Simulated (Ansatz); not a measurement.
`[OH][Al][OH]` radical. Charge 0, multiplicity 2.

```xyz
5

O     0.2752    0.5335    1.5151
Al   -0.5129   -0.4818    0.4085
O    -0.1399   -0.3461   -1.2478
H     0.9241    1.1845    1.2450
H    -0.5466   -0.8901   -1.9209
```

Task: What are the harmonic wavenumbers in cm⁻¹ at PBE0-D4/def2-TZVP (Ansatz, finite differences of forces, unscaled)? (Estimate.)

Result: The calculation gave: 216, 296, 325, 598, 618, 770, 901, 3922, 3953.

Task: Is this a minimum?

Result: Yes, all 9 modes are real.

Task: Give the ideal-gas thermochemistry at 298.15 K and 1 bar (rigid rotor, harmonic oscillator; point group Cs, symmetry number 1).

Result: Zero-point energy 69.4 kJ/mol; H(298) − E = 84.0 kJ/mol; entropy 286.6 J/(mol·K), of which translation 160.1, rotation 95.8, vibration 25.0, electronic 5.8; G(298) − E = -1.4 kJ/mol.
